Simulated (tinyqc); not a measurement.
CIS on RHF in the sto-3g basis, frozen core, for H2O, spin multiplicity 1, step by step. Computed by tinyqc, a small Python program that keeps every step (integrals from PySCF). Settings: charge = 0, multiplicity = 1, basis = sto-3g, method = RHF, frozen orbitals = 1, energy threshold = 1e-10, iteration cap = 84, orthogonalisation = canonical, start = Wolfsberg-Helmholz matrix, DIIS depth = 6. Command: `OMP_NUM_THREADS=1 python tinyqc.py 22357 22358 out.jsonl` (the two numbers bound the seeds that draw the settings). One thread of a shared host (Intel(R) Xeon(R) Processor @ 2.60GHz), about 0.07 s of CPU time with the checks. The early iterations of the SCF are left out here.

## One-electron integrals

Geometry (angstrom):

| atom | x | y | z |
|---|---|---|---|
| O | 0.000000 | 0.000000 | 0.000000 |
| H | 0.000000 | 0.914000 | 0.625000 |
| H | 0.000000 | -0.914000 | 0.625000 |

Basis sto-3g: exponents (1/bohr^2) and contraction coefficients of normalised primitives:

| element | l (shell) | exponent | coefficient |
|---|---|---|---|
| O | s (1) | 130.709320 | 0.154329 |
| O | s (1) | 23.808861 | 0.535328 |
| O | s (1) | 6.443608 | 0.444635 |
| O | s (2) | 5.033151 | -0.099967 |
| O | s (2) | 1.169596 | 0.399513 |
| O | s (2) | 0.380389 | 0.700115 |
| O | p (3) | 5.033151 | 0.155916 |
| O | p (3) | 1.169596 | 0.607684 |
| O | p (3) | 0.380389 | 0.391957 |
| H | s (1) | 3.425251 | 0.154329 |
| H | s (1) | 0.623914 | 0.535328 |
| H | s (1) | 0.168855 | 0.444635 |

Overlap, kinetic and nuclear-attraction integrals over the contracted functions; the nuclear repulsion is the sum of Za Zb / Rab.

nuclear repulsion = 7.93615096 hartree

overlap S:
```
           1O 1s     1O 2s    1O 2px     1O 2py    1O 2pz     2H 1s      3H 1s
1O 1s   1.000000  0.236704  0.000000   0.000000  0.000000  0.037748   0.037748
1O 2s   0.236704  1.000000  0.000000   0.000000  0.000000  0.381921   0.381921
1O 2px  0.000000  0.000000  1.000000   0.000000  0.000000  0.000000   0.000000
1O 2py  0.000000  0.000000  0.000000   1.000000  0.000000  0.278900  -0.278900
1O 2pz  0.000000  0.000000  0.000000   0.000000  1.000000  0.190714   0.190714
2H 1s   0.037748  0.381921  0.000000   0.278900  0.190714  1.000000   0.157077
3H 1s   0.037748  0.381921  0.000000  -0.278900  0.190714  0.157077   1.000000
```

kinetic energy T (hartree):
```
            1O 1s      1O 2s    1O 2px     1O 2py    1O 2pz      2H 1s      3H 1s
1O 1s   29.003200  -0.168011  0.000000   0.000000  0.000000  -0.008526  -0.008526
1O 2s   -0.168011   0.808128  0.000000   0.000000  0.000000   0.068091   0.068091
1O 2px   0.000000   0.000000  2.528731   0.000000  0.000000   0.000000   0.000000
1O 2py   0.000000   0.000000  0.000000   2.528731  0.000000   0.150544  -0.150544
1O 2pz   0.000000   0.000000  0.000000   0.000000  2.528731   0.102943   0.102943
2H 1s   -0.008526   0.068091  0.000000   0.150544  0.102943   0.760032  -0.006943
3H 1s   -0.008526   0.068091  0.000000  -0.150544  0.102943  -0.006943   0.760032
```

nuclear attraction V (hartree):
```
             1O 1s       1O 2s     1O 2px     1O 2py     1O 2pz      2H 1s      3H 1s
1O 1s   -61.574288   -7.409329   0.000000   0.000000  -0.013097  -1.210067  -1.210067
1O 2s    -7.409329  -10.003038   0.000000   0.000000  -0.160270  -2.932113  -2.932113
1O 2px    0.000000    0.000000  -9.870833   0.000000   0.000000   0.000000   0.000000
1O 2py    0.000000    0.000000   0.000000  -9.991374   0.000000  -1.886511   1.886511
1O 2pz   -0.013097   -0.160270   0.000000   0.000000  -9.927197  -1.330308  -1.330308
2H 1s    -1.210067   -2.932113   0.000000  -1.886511  -1.330308  -5.262149  -0.931498
3H 1s    -1.210067   -2.932113   0.000000   1.886511  -1.330308  -0.931498  -5.262149
```

core Hamiltonian H = T + V (hartree):
```
             1O 1s      1O 2s     1O 2px     1O 2py     1O 2pz      2H 1s      3H 1s
1O 1s   -32.571088  -7.577340   0.000000   0.000000  -0.013097  -1.218593  -1.218593
1O 2s    -7.577340  -9.194910   0.000000   0.000000  -0.160270  -2.864021  -2.864021
1O 2px    0.000000   0.000000  -7.342101   0.000000   0.000000   0.000000   0.000000
1O 2py    0.000000   0.000000   0.000000  -7.462643   0.000000  -1.735967   1.735967
1O 2pz   -0.013097  -0.160270   0.000000   0.000000  -7.398466  -1.227365  -1.227365
2H 1s    -1.218593  -2.864021   0.000000  -1.735967  -1.227365  -4.502117  -0.938441
3H 1s    -1.218593  -2.864021   0.000000   1.735967  -1.227365  -0.938441  -4.502117
```

## Two-electron integrals

Functions are numbered as in S; the eight-fold symmetry (ij|kl) = (ji|kl) = (kl|ij) leaves the list below.

Two-electron integrals (ij|kl) in chemists' order, unique and non-zero (hartree):
```
(11|11) 4.785065    (21|11) 0.741380    (21|21) 0.136873    (22|11) 1.118947
(22|21) 0.256633    (22|22) 0.817206    (31|31) 0.024477    (32|31) 0.037809
(32|32) 0.180518    (33|11) 1.115814    (33|21) 0.256684    (33|22) 0.817023
(33|33) 0.880159    (41|41) 0.024477    (42|41) 0.037809    (42|42) 0.180518
(43|43) 0.047444    (44|11) 1.115814    (44|21) 0.256684    (44|22) 0.817023
(44|33) 0.785270    (44|44) 0.880159    (51|51) 0.024477    (52|51) 0.037809
(52|52) 0.180518    (53|53) 0.047444    (54|54) 0.047444    (55|11) 1.115814
(55|21) 0.256684    (55|22) 0.817023    (55|33) 0.785270    (55|44) 0.785270
(55|55) 0.880159    (61|11) 0.119683    (61|21) 0.021925    (61|22) 0.040898
(61|33) 0.040818    (61|41) 0.000830    (61|42) 0.001563    (61|44) 0.040986
(61|51) 0.000568    (61|52) 0.001069    (61|54) 0.000115    (61|55) 0.040897
(61|61) 0.003557    (62|11) 0.309219    (62|21) 0.071889    (62|22) 0.255657
(62|33) 0.251176    (62|41) 0.004463    (62|42) 0.034978    (62|44) 0.260165
(62|51) 0.003052    (62|52) 0.023918    (62|54) 0.006147    (62|55) 0.255379
(62|61) 0.011758    (62|62) 0.101418    (63|31) 0.007299    (63|32) 0.043297
(63|43) 0.007149    (63|53) 0.004889    (63|63) 0.013994    (64|11) 0.190166
(64|21) 0.044759    (64|22) 0.169938    (64|33) 0.162339    (64|41) 0.009722
(64|42) 0.065148    (64|44) 0.182297    (64|51) 0.001657    (64|52) 0.014942
(64|54) 0.008759    (64|55) 0.164985    (64|61) 0.007624    (64|62) 0.081926
(64|64) 0.079411    (65|11) 0.130037    (65|21) 0.030607    (65|22) 0.116205
(65|33) 0.111009    (65|41) 0.001657    (65|42) 0.014942    (65|44) 0.114878
(65|51) 0.008432    (65|52) 0.053514    (65|54) 0.009795    (65|55) 0.122596
(65|61) 0.005213    (65|62) 0.056022    (65|64) 0.044733    (65|65) 0.044582
(66|11) 0.467928    (66|21) 0.110538    (66|22) 0.452342    (66|33) 0.434572
(66|41) 0.008417    (66|42) 0.092410    (66|44) 0.470512    (66|51) 0.005756
(66|52) 0.063191    (66|54) 0.024576    (66|55) 0.451377    (66|61) 0.018212
(66|62) 0.232153    (66|64) 0.213999    (66|65) 0.146334    (66|66) 0.774606
(71|11) 0.119683    (71|21) 0.021925    (71|22) 0.040898    (71|33) 0.040818
(71|41) -0.000830   (71|42) -0.001563   (71|44) 0.040986    (71|51) 0.000568
(71|52) 0.001069    (71|54) -0.000115   (71|55) 0.040897    (71|61) 0.003497
(71|62) 0.011353    (71|64) 0.006770    (71|65) 0.005039    (71|66) 0.017418
(71|71) 0.003557    (72|11) 0.309219    (72|21) 0.071889    (72|22) 0.255657
(72|33) 0.251176    (72|41) -0.004463   (72|42) -0.034978   (72|44) 0.260165
(72|51) 0.003052    (72|52) 0.023918    (72|54) -0.006147   (72|55) 0.255379
(72|61) 0.011353    (72|62) 0.079438    (72|64) 0.044781    (72|65) 0.042557
(72|66) 0.145476    (72|71) 0.011758    (72|72) 0.101418    (73|31) 0.007299
(73|32) 0.043297    (73|43) -0.007149   (73|53) 0.004889    (73|63) 0.010511
(73|73) 0.013994    (74|11) -0.190166   (74|21) -0.044759   (74|22) -0.169938
(74|33) -0.162339   (74|41) 0.009722    (74|42) 0.065148    (74|44) -0.182297
(74|51) -0.001657   (74|52) -0.014942   (74|54) 0.008759    (74|55) -0.164985
(74|61) -0.006770   (74|62) -0.044781   (74|64) -0.015280   (74|65) -0.023525
(74|66) -0.075051   (74|71) -0.007624   (74|72) -0.081926   (74|74) 0.079411
(75|11) 0.130037    (75|21) 0.030607    (75|22) 0.116205    (75|33) 0.111009
(75|41) -0.001657   (75|42) -0.014942   (75|44) 0.114878    (75|51) 0.008432
(75|52) 0.053514    (75|54) -0.009795   (75|55) 0.122596    (75|61) 0.005039
(75|62) 0.042557    (75|64) 0.023525    (75|65) 0.032969    (75|66) 0.084756
(75|71) 0.005213    (75|72) 0.056022    (75|74) -0.044733   (75|75) 0.044582
(76|11) 0.093332    (76|21) 0.021890    (76|22) 0.084296    (76|33) 0.082430
(76|44) 0.084289    (76|51) 0.001468    (76|52) 0.013654    (76|55) 0.086075
(76|61) 0.003535    (76|62) 0.032653    (76|64) 0.022996    (76|65) 0.020305
(76|66) 0.076982    (76|71) 0.003535    (76|72) 0.032653    (76|74) -0.022996
(76|75) 0.020305    (76|76) 0.013104    (77|11) 0.467928    (77|21) 0.110538
(77|22) 0.452342    (77|33) 0.434572    (77|41) -0.008417   (77|42) -0.092410
(77|44) 0.470512    (77|51) 0.005756    (77|52) 0.063191    (77|54) -0.024576
(77|55) 0.451377    (77|61) 0.017418    (77|62) 0.145476    (77|64) 0.075051
(77|65) 0.084756    (77|66) 0.287650    (77|71) 0.018212    (77|72) 0.232153
(77|74) -0.213999   (77|75) 0.146334    (77|76) 0.076982    (77|77) 0.774606
```

## Orthogonalisation

S = U s U^T; canonical form X = U s^(-1/2), so that X^T S X = 1. Each column of U has its largest component positive (the first on a tie).

eigenvalues of S: 0.439893  0.519294  0.892060  1.000000  1.091949  1.323629  1.733175

X:
```
                1          2          3         4          5          6         7
1O 1s   -0.352587   0.000000   0.731147  0.000000  -0.610942   0.000000  0.187405
1O 2s    1.043526   0.000000  -0.273473  0.000000  -0.286699   0.000000  0.458600
1O 2px   0.000000   0.000000   0.000000  1.000000   0.000000   0.000000  0.000000
1O 2py   0.000000   0.880235   0.000000  0.000000   0.000000   0.671952  0.000000
1O 2pz   0.446683   0.000000   0.664081  0.000000   0.642196   0.000000  0.198792
2H 1s   -0.655932  -0.758577  -0.187927  0.000000   0.154810   0.389859  0.382114
3H 1s   -0.655932   0.758577  -0.187927  0.000000   0.154810  -0.389859  0.382114
```

## Iteration 8 (converged): orbitals

converged F (hartree):
```
             1O 1s      1O 2s     1O 2px     1O 2py     1O 2pz      2H 1s      3H 1s
1O 1s   -20.244972  -5.162002   0.000000   0.000000  -0.025237  -0.838360  -0.838360
1O 2s    -5.162002  -2.402906   0.000000   0.000000  -0.066997  -0.789456  -0.789456
1O 2px    0.000000   0.000000  -0.381733   0.000000   0.000000   0.000000   0.000000
1O 2py    0.000000   0.000000   0.000000  -0.229274   0.000000  -0.367965   0.367965
1O 2pz   -0.025237  -0.066997   0.000000   0.000000  -0.268868  -0.301007  -0.301007
2H 1s    -0.838360  -0.789456   0.000000  -0.367965  -0.301007  -0.406950  -0.222363
3H 1s    -0.838360  -0.789456   0.000000   0.367965  -0.301007  -0.222363  -0.406950
```

Diagonalise F' = X^T F X, C = X C', fill 5 alpha and 5 beta electrons from the bottom; D = 2 C_occ C_occ^T. Each column has its largest component positive (the first on a tie).

F' = X^T F X (hartree):
```
           1         2          3          4          5          6          7
1  -0.245881  0.000000   2.225271   0.000000  -1.766399   0.000000   0.529712
2   0.000000  0.592719   0.000000   0.000000   0.000000   0.096145   0.000000
3   2.225271  0.000000  -8.652367   0.000000   8.629509   0.000000  -4.146186
4   0.000000  0.000000   0.000000  -0.381733   0.000000   0.000000   0.000000
5  -1.766399  0.000000   8.629509   0.000000  -9.321206   0.000000   4.470219
6   0.000000  0.096145   0.000000   0.000000   0.000000  -0.545210   0.000000
7   0.529712  0.000000  -4.146186   0.000000   4.470219   0.000000  -3.197131
```

orbital energies (hartree): MO1 -20.253275, MO2 -1.200529, MO3 -0.553276, MO4 -0.418883, MO5 -0.381733, MO6 0.456103, MO7 0.600785

coefficients C:
```
              MO1        MO2        MO3        MO4       MO5        MO6        MO7
1O 1s    0.994433  -0.239677   0.000000   0.089958  0.000000   0.113266   0.000000
1O 2s    0.024071   0.888413   0.000000  -0.461716  0.000000  -0.673206   0.000000
1O 2px   0.000000   0.000000   0.000000   0.000000  1.000000   0.000000   0.000000
1O 2py   0.000000   0.000000   0.596009   0.000000  0.000000   0.000000   0.933331
1O 2pz   0.002967   0.079723   0.000000   0.767151  0.000000  -0.705392   0.000000
2H 1s   -0.004575   0.144368   0.451913   0.325045  0.000000   0.713459  -0.723328
3H 1s   -0.004575   0.144368  -0.451913   0.325045  0.000000   0.713459   0.723328
```

D after iteration 8:
```
            1O 1s      1O 2s    1O 2px     1O 2py     1O 2pz      2H 1s      3H 1s
1O 1s    2.108869  -0.461061  0.000000   0.000000   0.105707  -0.019821  -0.019821
1O 2s   -0.461061   2.006077  0.000000   0.000000  -0.566614  -0.043861  -0.043861
1O 2px   0.000000   0.000000  2.000000   0.000000   0.000000   0.000000   0.000000
1O 2py   0.000000   0.000000  0.000000   0.710454   0.000000   0.538688  -0.538688
1O 2pz   0.105707  -0.566614  0.000000   0.000000   1.189772   0.521710   0.521710
2H 1s   -0.019821  -0.043861  0.000000   0.538688   0.521710   0.661485  -0.155416
3H 1s   -0.019821  -0.043861  0.000000  -0.538688   0.521710  -0.155416   0.661485
```

## Convergence

Stop when the energy changes by less than 1e-10 hartree and every element of the error matrix X^T (F D S - S D F) X is below 3e-06.

Course of the cycle:

| iteration | E (hartree) | change | largest element of the error matrix |
|---|---|---|---|
| 1 | -74.50809975 | - | 6.80e-01 |
| 2 | -74.91206747 | -4.04e-01 | 1.59e-01 |
| 3 | -74.93098191 | -1.89e-02 | 4.65e-02 |
| 4 | -74.93320123 | -2.22e-03 | 1.00e-02 |
| 5 | -74.93332939 | -1.28e-04 | 2.31e-03 |
| 6 | -74.93334681 | -1.74e-05 | 4.36e-05 |
| 7 | -74.93334681 | -1.35e-09 | 3.27e-07 |
| 8 | -74.93334681 | -8.53e-14 | 3.20e-09 |

PySCF RHF in the same basis = -74.93334681 hartree

Converged in 8 iterations.

## Integrals over molecular orbitals

(pq|rs) = sum C_ip C_jq C_kr C_ls (ij|kl), one index at a time.

one-electron integrals over orbitals h = C^T H C (hartree):
```
            1          2          3          4          5          6          7
1  -32.554423   0.570176   0.000000  -0.199666   0.000000  -0.261412   0.000000
2    0.570176  -7.554659   0.000000   0.516180   0.000000   1.213724   0.000000
3    0.000000   0.000000  -5.976807   0.000000   0.000000   0.000000  -1.789095
4   -0.199666   0.516180   0.000000  -6.633810   0.000000   1.289177   0.000000
5    0.000000   0.000000   0.000000   0.000000  -7.342101   0.000000   0.000000
6   -0.261412   1.213724   0.000000   1.289177   0.000000  -5.220376   0.000000
7    0.000000   0.000000  -1.789095   0.000000   0.000000   0.000000  -5.541974
```

Two-electron integrals over orbitals (pq|rs), unique and non-zero (hartree); the lowest 1 orbital is frozen and left out:
```
(22|22) 0.722467    (32|32) 0.130891    (33|22) 0.610812    (33|33) 0.589699
(42|22) -0.023809   (42|33) 0.004435    (42|42) 0.130378    (43|32) 0.029221
(43|43) 0.054254    (44|22) 0.666847    (44|33) 0.565025    (44|42) -0.096946
(44|44) 0.715505    (52|52) 0.150534    (53|53) 0.025978    (54|52) -0.042546
(54|54) 0.048379    (55|22) 0.754508    (55|33) 0.597682    (55|42) -0.077104
(55|44) 0.697990    (55|55) 0.880159    (62|22) -0.130263   (62|33) -0.062523
(62|42) -0.032128   (62|44) -0.068304   (62|55) -0.142367   (62|62) 0.093611
(63|32) 0.042275    (63|43) 0.039462    (63|63) 0.080307    (64|22) -0.125171
(64|33) -0.046097   (64|42) 0.040787    (64|44) -0.131170   (64|55) -0.145347
(64|62) 0.062630    (64|64) 0.092033    (65|52) -0.052571   (65|54) -0.005105
(65|65) 0.034250    (66|22) 0.584896    (66|33) 0.544129    (66|42) 0.050165
(66|44) 0.537797    (66|55) 0.569676    (66|62) -0.087245   (66|64) -0.050121
(66|66) 0.573454    (72|32) 0.055334    (72|43) -0.028238   (72|63) -0.029255
(72|72) 0.068979    (73|22) 0.166720    (73|33) 0.088338    (73|42) -0.073241
(73|44) 0.149088    (73|55) 0.203580    (73|62) -0.069921   (73|64) -0.097013
(73|66) 0.042772    (73|73) 0.157441    (74|32) -0.070511   (74|43) -0.011680
(74|63) -0.055422   (74|72) -0.017877   (74|74) 0.068576    (75|53) 0.023982
(75|75) 0.025667    (76|32) -0.088788   (76|43) -0.062010   (76|63) -0.071834
(76|72) 0.002088    (76|74) 0.059313    (76|76) 0.115410    (77|22) 0.611531
(77|33) 0.581578    (77|42) -0.020992   (77|44) 0.584419    (77|55) 0.614154
(77|62) -0.062412   (77|64) -0.052830   (77|66) 0.546199    (77|73) 0.102144
(77|77) 0.600111
```

## CIS matrix, singlets

A(ia,jb) = (e_a - e_i) d_ij d_ab + 2 (ia|jb) - (ij|ab).

CIS matrix A, singlet (hartree):
```
           2>6        2>7        3>6        3>7        4>6        4>7       5>6       5>7
2>6   1.258957   0.000000   0.000000  -0.051054   0.075094   0.000000  0.000000  0.000000
2>7   0.000000   1.327741   0.030279   0.000000   0.000000  -0.014762  0.000000  0.000000
3>6   0.000000   0.030279   0.625864   0.000000   0.000000  -0.048835  0.000000  0.000000
3>7  -0.051054   0.000000   0.000000   0.887366  -0.132017   0.000000  0.000000  0.000000
4>6   0.075094   0.000000   0.000000  -0.132017   0.521255   0.000000  0.000000  0.000000
4>7   0.000000  -0.014762  -0.048835   0.000000   0.000000   0.572401  0.000000  0.000000
5>6   0.000000   0.000000   0.000000   0.000000   0.000000   0.000000  0.336660  0.000000
5>7   0.000000   0.000000   0.000000   0.000000   0.000000   0.000000  0.000000  0.419698
```

## CIS singlet states

dipole integrals <i|r|a> (bohr):
```
             x          y          z
2>6   0.000000   0.000000   0.023861
2>7   0.000000  -0.085588   0.000000
3>6   0.000000   0.988742   0.000000
3>7   0.000000   0.000000  -0.653492
4>6   0.000000   0.000000   0.525967
4>7   0.000000  -0.783715   0.000000
5>6  -0.074424   0.000000   0.000000
5>7   0.000000   0.000000   0.000000
```

Diagonalise A (1 hartree = 27.211386 eV); each vector has its largest component positive (the first on a tie). The transition dipole is mu = sqrt2 sum c_ia <i|r|a>.

singlet excitation energies (eV): 9.160993  11.420573  12.914348  14.788044  17.772686  24.908256  34.765896  36.175395

lowest vectors:
```
      state 1   state 2    state 3    state 4    state 5    state 6
2>6  0.000000  0.000000  -0.071946   0.000000   0.000000   0.200130
2>7  0.000000  0.000000   0.000000  -0.003535  -0.049702   0.000000
3>6  0.000000  0.000000   0.000000   0.510736   0.858584   0.000000
3>7  0.000000  0.000000   0.295755   0.000000   0.000000   0.939884
4>6  0.000000  0.000000   0.952551   0.000000   0.000000  -0.276706
4>7  0.000000  0.000000   0.000000   0.859731  -0.510259   0.000000
5>6  1.000000  0.000000   0.000000   0.000000   0.000000   0.000000
5>7  0.000000  1.000000   0.000000   0.000000   0.000000   0.000000
```

oscillator strengths 2/3 w |mu|^2: 0.002486  0.000000  0.059260  0.020572  1.367385  0.695650

## CIS matrix, triplets

A(ia,jb) = (e_a - e_i) d_ij d_ab - (ij|ab).

CIS matrix A, triplet (hartree):
```
           2>6       2>7       3>6       3>7        4>6       4>7       5>6       5>7
2>6   1.071735  0.000000  0.000000  0.088788  -0.050165  0.000000  0.000000  0.000000
2>7   0.000000  1.189783  0.088788  0.000000   0.000000  0.020992  0.000000  0.000000
3>6   0.000000  0.088788  0.465249  0.000000   0.000000  0.062010  0.000000  0.000000
3>7   0.088788  0.000000  0.000000  0.572483   0.062010  0.000000  0.000000  0.000000
4>6  -0.050165  0.000000  0.000000  0.062010   0.337189  0.000000  0.000000  0.000000
4>7   0.000000  0.020992  0.062010  0.000000   0.000000  0.435249  0.000000  0.000000
5>6   0.000000  0.000000  0.000000  0.000000   0.000000  0.000000  0.268161  0.000000
5>7   0.000000  0.000000  0.000000  0.000000   0.000000  0.000000  0.000000  0.368364
```

## CIS triplet states

Diagonalise A (1 hartree = 27.211386 eV); each vector has its largest component positive (the first on a tie).

triplet excitation energies (eV): 7.297020  8.576743  10.023705  10.462508  13.720984  15.704419  29.635699  32.695977

lowest vectors:
```
      state 1    state 2   state 3    state 4    state 5    state 6
2>6  0.000000   0.094629  0.000000   0.000000   0.000000  -0.142708
2>7  0.000000   0.000000  0.000000   0.050957  -0.117639   0.000000
3>6  0.000000   0.000000  0.000000  -0.642865   0.756086   0.000000
3>7  0.000000  -0.263992  0.000000   0.000000   0.000000   0.950643
4>6  0.000000   0.959872  0.000000   0.000000   0.000000   0.275523
4>7  0.000000   0.000000  0.000000   0.764283   0.643813   0.000000
5>6  1.000000   0.000000  0.000000   0.000000   0.000000   0.000000
5>7  0.000000   0.000000  1.000000   0.000000   0.000000   0.000000
```
